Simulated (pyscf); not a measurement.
NH₃ (SMILES N) + HN=SiH₂ (SMILES N=[SiH2]) → H₂N–SiH₂–NH₂ (SMILES N[SiH2]N), an addition across a multiple bond or ene-type step (singlet surface; H–N broken, N–Si, H–N formed). Structures and frequencies: ωB97X-D3(BJ)/def2-SVP in PySCF. Correlated levels are frozen-core, on RHF or UHF. ΔMP2 is the change of the MP2 total energy from the triple- to the quadruple-zeta basis. Energies in kJ/mol from the separated reactants.

Small-basis levels: PySCF, no dispersion term, spherical d functions. AM1 to PM7: differences of heats of formation from MOPAC. Cost: rough CPU time at the saddle relative to B3LYP/6-31G*, from one job on a shared machine.

```tsv
level	barrier	reaction energy	cost
HF/STO-3G	-25.6	-410.9	0.03
HF/3-21G	-106.8	-373.0	0.04
HF/6-31G*	-25.2	-304.0	0.05
BP86/6-31G*	-64.0	-254.5	1
B3LYP/STO-3G	-76.2	-340.0	0.5
PBE/def2-SVP	-83.2	-266.8	1
PM7	27.3	-229.4	under 0.02
CCSD(T)/def2-TZVPP + ΔMP2(QZVPP)	-56.5	-278.2	–
```

Against the last row the barrier runs from -50.3 (HF/3-21G) to +83.8 kJ/mol (PM7); BP86/6-31G* happens to lie closest here (7.5 kJ/mol apart). CCSD(T)/def2-TZVPP + ΔMP2(QZVPP) has limits of its own. On the reactant side the descent ends in an adduct with a N–Si contact, 94.0 kJ/mol under the separated species and 22.3 kJ/mol under the saddle at ωB97X-D3(BJ)/def2-TZVP. At CCSD(T) the saddle lies under the separated reactants, which points to a path from their complex (located at ωB97X-D3(BJ) alone). What is counted as formed (N–Si) is already present as a longer contact in the reactant adduct; forming that adduct is a step of its own. At ωB97X-D3(BJ) the barrier from the zero used here is -71.7 kJ/mol. HN=SiH₂ lies 76.0 kJ/mol over its isomer H₂N–SiH: [singlet] (electronic energy, ωB97M-D3(BJ)). This is the saddle that the search found; another between the same sides may lie lower. The CCSD(T) − MP2 part came from Ansatz, without density fitting, on the same reference.
